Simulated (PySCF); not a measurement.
# LiF: the SCF solver's settings

Aim: find out which solver settings change the answer for LiF.

The runs use PySCF 2.14.0; method and basis as typed in the scripts.

4 further runs of the same task are left out: 4 that didn't finish.

## 1. Where the work starts

LiF: 2 atoms, charge 0, spin multiplicity 1.

Bond lengths: Li1–F2 1.679 Å.

## 2. The run that the others are compared with

The input, input.py:

```python
from pyscf import gto, scf, tdscf

mol = gto.M(
    atom='Li 0 0 0; F 0 0 1.679',
    basis='3-21g',
    charge=0,
    spin=0,
    verbose=3,
)
mf = scf.RHF(mol)
mf.kernel()
td = tdscf.TDHF(mf)
td.nstates = 8
td.kernel()
td.analyze()
mf.dip_moment()
print('orbital energies (hartree):', mf.mo_energy[..., max(0, mol.nelec[1]-3):mol.nelec[0]+3].round(4))
```

On the command line:

```console
OMP_NUM_THREADS=1 python input.py
```

The log of this run is left out.

In short: E(SCF) = -106.346556 Eh, μ = 6.34 D, excitations 6.66, 6.66, 7.12, 7.79, 7.87 eV.

The bond length is a typed value, not an optimised one.

## 3. Point-group symmetry on

Run 1 changes point-group symmetry: off → on.

The input, input.py:

```python
from pyscf import gto, scf, tdscf

mol = gto.M(
    atom='Li 0 0 0; F 0 0 1.679',
    basis='3-21g',
    charge=0,
    spin=0,
    symmetry=True,
    verbose=3,
)
mf = scf.RHF(mol)
mf.kernel()
td = tdscf.TDHF(mf)
td.nstates = 8
td.kernel()
td.analyze()
mf.dip_moment()
print('orbital energies (hartree):', mf.mo_energy[..., max(0, mol.nelec[1]-3):mol.nelec[0]+3].round(4))
```

On the command line:

```console
OMP_NUM_THREADS=1 python input.py
```

## 4. Level shift -0.2 hartree

Run 2 changes level shift: none → -0.2 hartree.

Edit input.py of step 2 so:

```diff
@@ -10,2 +10,3 @@
 mf = scf.RHF(mol)
+mf.level_shift = -0.2
 mf.kernel()
```

## 5. Damping 0.8

Run 3 changes damping: none → 0.8.

Edit input.py of step 2 so:

```diff
@@ -10,2 +10,4 @@
 mf = scf.RHF(mol)
+mf.damp = 0.8
+mf.diis_start_cycle = 8
 mf.kernel()
```

## 6. Initial guess atom

Run 4 changes initial guess: minao → atom.

Edit input.py of step 2 so:

```diff
@@ -10,2 +10,3 @@
 mf = scf.RHF(mol)
+mf.init_guess = 'atom'
 mf.kernel()
```

## 7. DIIS space 4

Run 5 changes DIIS space: default → 4.

Edit input.py of step 2 so:

```diff
@@ -10,2 +10,3 @@
 mf = scf.RHF(mol)
+mf.diis_space = 4
 mf.kernel()
```

## 8. DIIS space 2

Run 6 changes DIIS space: default → 2.

Edit input.py of step 2 so:

```diff
@@ -10,2 +10,3 @@
 mf = scf.RHF(mol)
+mf.diis_space = 2
 mf.kernel()
```

Q: Predict the outcome of this session. Wanted: for each run, E(SCF); from base; gap; SCF dipole; after the SCF.

As calculated:

| run | E(SCF) (hartree) | from base (eV) | gap (eV) | SCF dipole (D) | after the SCF |
| --- | --- | --- | --- | --- | --- |
| base | -106.346556 | 0 | 11.24 | 6.34 | lowest root found 6.66 eV |
| point-group symmetry on | -106.346556 | 0.0000 | 11.24 | 6.34 | lowest root found 6.66 eV |
| level shift -0.2 hartree | -106.346556 | 0.0000 | 11.24 | 6.34 | lowest root found 6.66 eV |
| damping 0.8 | -106.346556 | 0.0000 | 11.24 | 6.34 | lowest root found 6.66 eV |
| initial guess atom | -106.346556 | 0.0000 | 11.24 | 6.34 | lowest root found 6.66 eV |
| DIIS space 4 | -106.346556 | 0.0000 | 11.24 | 6.34 | lowest root found 6.66 eV |
| DIIS space 2 | -106.346556 | 0.0000 | 11.24 | 6.34 | lowest root found 6.66 eV |

With point-group symmetry on or level shift -0.2 hartree or damping 0.8 or initial guess atom or DIIS space 4 or DIIS space 2 the SCF ends at the base energy.
